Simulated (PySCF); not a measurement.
Gas-phase reaction: 2 CH₃SiCl₃ + 2 (CH₃)₂SiH₂ + Si₂H₅ → 3 CH₃SiH₂ + 3 CH₃SiHCl₂

Energies from PySCF (xtb for GFN2), thermal terms from the rigid-rotor harmonic-oscillator model, ideal gas at 1 bar. † marks an energy on the PBE0/def2-TZVP geometry and frequencies; other levels use their own. 6-31G* has spherical d functions here. Open shells (unrestricted): Si₂H₅ (multiplicity 2), CH₃SiH₂ (multiplicity 2); the rest are closed-shell singlets. GFN2 has no spin-polarisation term. Si₂H₅, CH₃SiH₂: computed as isolated molecules; such fragments, hydroxides, amides, oligomers or adducts are transient or little studied in the gas. The harmonic model lacks anharmonicity and excited electronic states, which grow with temperature; levels with a mode under 35 cm⁻¹ are left out. Internal rotation in CH₃SiCl₃, (CH₃)₂SiH₂, Si₂H₅, CH₃SiH₂, CH₃SiHCl₂ is treated as a harmonic vibration of one conformer, which makes the entropy rough.

| level | ΔE electronic, kJ | ΔH°(298 K), kJ | ΔS°(298 K), J/K | ΔG°(1600 K), kJ |
|---|---|---|---|---|
| BLYP/def2-TZVP† | 305 | 298 | 206 | -14 |
| GFN2-xTB | 288 | 283 | 198 | -16 |
| HF/6-31G* | 244 | 237 | 209 | -79 |
| HF/def2-TZVP† | 242 | 235 | 206 | -77 |
| PBE/def2-SVP | 335 | 327 | 205 | 18 |
| PBE0/def2-SVP† | 336 | 328 | 206 | 16 |
| PBE0/def2-TZVP | 330 | 322 | 206 | 10 |
| r2SCAN/def2-TZVP† | 326 | 318 | 206 | 6 |
ΔH° is lowest at HF/def2-TZVP† and highest at PBE0/def2-SVP†. No reference value is set beside these.
